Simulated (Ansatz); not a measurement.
# CH3NS: the cost of one run

All numbers are computed with Ansatz 0.2.0, driven from Python. The levels of theory stand in the script.

## Step 1: The structure

Bond lengths: N1–C2 1.362 Å, C2–S3 1.659 Å, N1–H4 1.014 Å, N1–H5 1.012 Å, C2–H6 1.102 Å. Angles: N1–C2–S3 121.2°, N1–C2–H6 113.3°, S3–C2–H6 125.5°, C2–N1–H4 119.4°, C2–N1–H5 122.5°, H4–N1–H5 118.1°.

No structure file is read: the coordinates are typed or built in the script.

## Step 2: The code

File methods_ch3ns.py:

```python
"""One geometry of CH3NS, method by method."""

import ansatz

BASIS = "def2-SVP"


def main() -> None:
    geometry_ang = [
        ("N", (-0.7192, -0.0925, 0.0536)),
        ("C", (0.6025, 0.2133, -0.0691)),
        ("S", (1.7723, -0.9543, 0.0784)),
        ("H", (-0.9933, -1.0508, 0.2385)),
        ("H", (-1.449, 0.6035, -0.0326)),
        ("H", (0.7867, 1.2808, -0.2688)),
    ]
    ch3ns = ansatz.Crystal.molecule()
    for symbol, xyz in geometry_ang:
        ch3ns = ch3ns.atom(symbol, xyz)

    setup = (
        ch3ns.calculation()
        .basis(gaussian=BASIS)  # the orbital basis, by name
        .accuracy("medium")  # preset for grids and thresholds
    )

    methods = ["mp2", "ccsd", "ccsd_t"]
    reports = [setup.correlation(m).run(threads=1, backend="cpu").report for m in methods]
    print(f"Hartree-Fock reference {reports[0]['reference_energy_ev'] / 27.211386246:.6f} Ha")
    best = reports[-1]["free_energy_ev"] - reports[-1]["reference_energy_ev"]
    for method, each in zip(methods, reports):
        gained = each["free_energy_ev"] - each["reference_energy_ev"]
        print(f"{method:8s} total {each['free_energy_ev'] / 27.211386246:.6f} Ha  correlation {gained:9.4f} eV  ({100 * gained / best:.1f} % of the last)")


if __name__ == "__main__":
    main()
```

## Step 3: What the engine is handed

The package turns the script's settings into the engine's input (first run):

```yaml
crystal:
  periodic: [false, false, false]
  atoms:
    - { symbol: "N", position_ang: [-0.7192, -0.0925, 0.0536] }
    - { symbol: C, position_ang: [0.6025, 0.2133, -0.0691] }
    - { symbol: S, position_ang: [1.7723, -0.9543, 0.0784] }
    - { symbol: H, position_ang: [-0.9933, -1.0508, 0.2385] }
    - { symbol: H, position_ang: [-1.449, 0.6035, -0.0326] }
    - { symbol: H, position_ang: [0.7867, 1.2808, -0.2688] }
accuracy: medium
basis:
  gaussian:
    orbitals: def2-SVP
correlation:
  method: mp2
```

## Step 4: Launch

The run is started by

```
$ python methods_ch3ns.py
```

Q: Estimate wall time and peak memory on 1 thread of Arm Neoverse V1, shared host.

About 4.7 s, with a peak of 0.19 GiB.
